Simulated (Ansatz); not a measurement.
**C3H4FN: how energies converge with the basis set**

One table from this session's results is given with a row withheld; the runs are named, their logs left out.

Method: one geometry, several basis sets; program: Ansatz 0.2.0, Gaussian basis.

Plan: PBE0-D4/def2-SVP; ωB97M-V/def2-SVP; PBE0-D4/def2-QZVPP; ωB97M-V/def2-QZVPP; the functionals' def2-TZVPP values are taken from earlier runs.

**The geometry**

An earlier PBE0-D4 in a triple-zeta def2 set relaxation fixed the geometry.

SMILES `CC1(F)C=N1`, 9 atoms, charge 0, spin multiplicity 1.

Atoms are counted from 1 here; the program's logs count them from 0.

Bond lengths: C1–C2 1.490 Å, C1–H6 1.092 Å, C1–H7 1.092 Å, C1–H8 1.089 Å, C2–F3 1.372 Å, C2–C4 1.422 Å, C2–N5 1.472 Å, C4–N5 1.261 Å, C4–H9 1.083 Å. Angles: C2–C1–H6 110.5°, C2–C1–H7 109.7°, C2–C1–H8 110.3°, H6–C1–H7 108.3°, H6–C1–H8 109.0°, H7–C1–H8 108.9°, C1–C2–F3 110.8°, C1–C2–C4 128.5°, C1–C2–N5 121.9°, F3–C2–C4 117.0°, F3–C2–N5 114.0°, C4–C2–N5 51.6°, C2–C4–N5 66.2°, C2–C4–H9 155.1°, N5–C4–H9 138.6°, C2–N5–C4 62.2°.

The first run:

in.yaml

```yaml
crystal:
  periodic: [false, false, false]
  atoms:
    - {symbol: C, position_ang: [0.982358, -0.027527, 0.579077]}
    - {symbol: C, position_ang: [-0.094385, 0.142178, -0.437223]}
    - {symbol: F, position_ang: [0.439111, 0.307768, -1.689887]}
    - {symbol: C, position_ang: [-1.454580, -0.266017, -0.363658]}
    - {symbol: N, position_ang: [-1.283670, 0.969407, -0.179136]}
    - {symbol: H, position_ang: [1.585152, -0.909518, 0.354412]}
    - {symbol: H, position_ang: [1.636902, 0.846890, 0.571754]}
    - {symbol: H, position_ang: [0.550854, -0.136772, 1.573419]}
    - {symbol: H, position_ang: [-2.273244, -0.972711, -0.425859]}
basis:
  gaussian: {orbitals: def2-SVP}
hamiltonian: {xc: pbe0, dispersion: d4}
output: {orbitals: {seedname: orbitals}}
```

The run is started by

```
> ansatz run in.yaml --threads 2 --pin off --events-out ev --progress --plain --max-ram 4352MiB
```

Steps of the session up to this table: PBE0-D4 in def2-SVP; ωB97M-V in def2-SVP; PBE0-D4 in def2-QZVPP; ωB97M-V in def2-QZVPP.

One of the session's tables, all rows but one given; the rest of the session is left out.

It belongs to the step «Functionals by basis». 

```
functional       basis  HOMO (eV)
   PBE0-D4    def2-SVP      -7.77
   PBE0-D4  def2-TZVPP      -7.88
   PBE0-D4  def2-QZVPP      -7.92
   ωB97M-V    def2-SVP          ?
   ωB97M-V  def2-TZVPP     -10.20
   ωB97M-V  def2-QZVPP     -10.23
```

Q: Estimate the row for ωB97M-V, def2-SVP from the others.

The run gave: HOMO (eV): -10.06. In the column «HOMO (eV)» it lies between ωB97M-V, def2-TZVPP (-10.20) and PBE0-D4, def2-QZVPP (-7.92).
